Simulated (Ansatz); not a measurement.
## C$_{2}$H, doublet: reading a ladder of total energies

Geometry: MP2(full)/6-31G*, from the G2/97 set.

```xyz
3

C     0.0000    0.0000    0.0384
C     0.0000    0.0000   -1.1414
H     0.0000    0.0000    1.1030
```

Basis cc-pVDZ; Ansatz 0.2.0. Only valence electrons are correlated (noble-gas cores frozen), which leaves 9 electrons in 31 orbitals. Prefix R: restricted or restricted open-shell reference; prefix U: unrestricted.

Full CI isn't at hand for all of this; UCCSDTQ serves as the reference, and is uncertain by about the last step of the cluster series.

Unrestricted rows (U) aren't spin-pure: their determinants' ⟨S²⟩ exceeds S(S+1) by up to 0.30, so they mix in states of higher spin.

Runs differ by some tens of microhartree through their thresholds and, for an open shell, their frozen cores, so steps under 0.03 kcal/mol mean nothing.

```csv
level,total energy (hartree)
UHF,-76.154744
UMP2,-76.352282
UCCSD,-76.385132
UCCSD(T),-76.394599
UCCSDT,-76.395975
UCCSDT(Q),-76.396870
UCCSDTQ,-76.396820
```

Question: What is the correlation energy at UCCSDTQ, and what share of it do UMP2 and UCCSD(T) recover?

Answer: E(corr) = -76.396820 − (-76.154744) = -0.242076 hartree = -6.587 eV. UMP2: -0.197538 / -0.242076 = 81.60 %. UCCSD(T): -0.239855 / -0.242076 = 99.08 %.

Question: By how many kcal/mol does UCCSD(T) miss UCCSDTQ (1 hartree = 627.509 kcal/mol), and which steps make up the rest?

Answer: -76.394599 − (-76.396820) = 0.002221 hartree = 1.39 kcal/mol. Steps: UCCSDT − UCCSD(T) = -0.86, UCCSDT(Q) − UCCSDT = -0.56, UCCSDTQ − UCCSDT(Q) = 0.03 kcal/mol. Differences between like states or geometries often cancel part of this.
